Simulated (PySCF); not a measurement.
# C2Cl2O2: the cost of one run

The runs use PySCF 2.14.0, with density-fitted response routines of our own; the level of theory stands in each step. All values are computed, except where a source is named. Atoms are numbered from 0 throughout.

## (1) The molecule as given

6 atoms, charge 0, multiplicity 1; geometry from: GFN2-xTB.

Bonds of the start (Å): O0–C1 1.18, C1–Cl2 1.75, C1–C3 1.51, C3–O4 1.18, C3–Cl5 1.75.

## (2) Relaxing the molecule at PBE0-D3(BJ)/def2-SVP

The job: settings as JSON, then the geometry in Å.

```
{"job": {"xc": "PBE0", "basis": "def2-SVP", "d3": "d3bj", "grid": 1, "kind": "geom"}, "charge": 0, "multiplicity": 1}
O     -1.236120    -1.130680    -0.983030
C     -0.746190    -0.433200    -0.166390
Cl    -1.602010     0.873390     0.624180
C      0.677510    -0.437410     0.349000
O      1.082590    -0.815570     1.391270
Cl     1.694570     0.299870    -0.870280
```

**Question.** How long does this first job take on 4 threads of Arm Neoverse V1, shared host?

About 40 s.
